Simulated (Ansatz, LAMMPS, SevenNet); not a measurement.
**bcc V, elastic constant C11**

Reference value: 232 GPa (measured, 0 K, extrapolated to 0 K; zero-point effects included; as tabulated in Wang et al. (2022), arXiv:2209.12322).

```tsv
level (code)	value (GPa)	cell (Å³/atom)	difference (%)
ReaxFF V_O_C_H (LAMMPS)	433	13.18	+87
SevenNet-l3i5 (SevenNet)	274	13.46	+18.1
LDA (Ansatz)	313	12.53	+35
PBE (Ansatz)	271	13.46	+16.8
r²SCAN (Ansatz)	278	13.27	+19.8
```

Leaving aside ReaxFF V_O_C_H, which can be fitted to such values or carry a doubt: Nearest, and alike: PBE (+16.8 %), SevenNet-l3i5 (+18.1 %). Farthest off: LDA (+35 %). Every level misses the reference by more than 10 %. All 4 levels lie above the reference.

The measured value isn't corrected to a static lattice, so vibrations enter the comparison. The crystal itself was run without spin with LDA, PBE, r²SCAN. LDA, PBE, r²SCAN: the shear constants of this metal are likely not converged at this k mesh and smearing. Each level is taken at its own relaxed cell. Cutoffs differ between the levels. Ansatz's density-functional and Hartree–Fock values are scalar-relativistic unless marked +SOC, with PAW data made under PBE.

Empirical potentials (ReaxFF V_O_C_H) are fitted to chosen data, which need not cover the solid at hand: agreement can be built in, and what lay outside the fit can be far off. Machine-learned potentials (SevenNet-l3i5) are trained on DFT data, which may include these solids.

Differences are worked out from the printed values.

Ansatz is a first-principles code.
